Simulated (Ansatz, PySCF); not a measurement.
Isomers of C2H2O. Isolated molecules, 0 K electronic values unless said otherwise. Strings in code marks are SMILES.

Quantity: electronic energy of isomers of C2H2O relative to `C=C=O`, in kcal/mol. The restricted reference of `C1=CO1` is unstable towards unrestricted orbitals.

Level 1: frozen-core CCSD(T)/cc-pVTZ // B3LYP-D3(BJ)/def2-TZVP (Ansatz, a first-principles code)
Level 2: PBE-D3(BJ)/def2-TZVP // B3LYP-D3(BJ)/def2-TZVP (PySCF)
Level 3: B3LYP/6-311+G** // B3LYP-D3(BJ)/def2-TZVP (PySCF)
Level 4: PBE/6-31G* // B3LYP-D3(BJ)/def2-TZVP (PySCF)

```tsv
species	level 2	level 3	level 4
`C1=CO1`	79.8	82.3	81.4
`C#CO`	39.3	37.0	43.8
```

Q: What does level 1 give for each?

A: 
- `C1=CO1`: 79.2
- `C#CO`: 34.2
